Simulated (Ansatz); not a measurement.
C4H6, SMILES `C=C[C]C` (excited singlet; C–C–C–C torsion 53°) (charge 0, multiplicity 1). This singlet is an excited state, 0.39 eV above the relaxed triplet at the level B3LYP/cc-pVTZ // B3LYP-D3(BJ)/def2-TZVP (Ansatz, a quantum-chemistry and plane-wave program).

Cartesian coordinates (Å):
SMILES: C=C[C]C
```xyz
10

C     -1.4888     0.2527    -0.3909
C     -0.7278     0.4677     0.7127
C      0.4154    -0.3229     0.9476
C      1.4138    -0.4269    -0.1186
H     -2.5283     0.5536    -0.4243
H     -1.1351    -0.3643    -1.2066
H     -1.1479     1.0347     1.5400
H      1.9256    -1.3898    -0.1439
H      1.0967    -0.1061    -1.1245
H      2.1763     0.3014     0.2085
```
Charge 0, spin multiplicity 1.

Frozen-core energies in 6-31g from Ansatz at a geometry from B3LYP-D3(BJ)/def2-TZVP; the HF reference has <S^2> = 0.00 (restricted, and unstable towards unrestricted orbitals) and the T1 diagnostic is 0.022.

```
level  energy (Ha)
-----  -----------
HF      -154.75404
MP2     -155.09060
CCSD    -155.14013
```

Task: Estimate the energies of CCSD(T), CCSDT and CCSDT(Q), and give each level's difference from CCSDT(Q).

Result: 
```tsv
level	energy (Ha)	difference from CCSDT(Q) (mHa)
MP2	-155.09060	65.65
CCSD	-155.14013	16.11
CCSD(T)	-155.15353	2.71
CCSDT	-155.15519	1.05
CCSDT(Q)	-155.15624	0.00
```
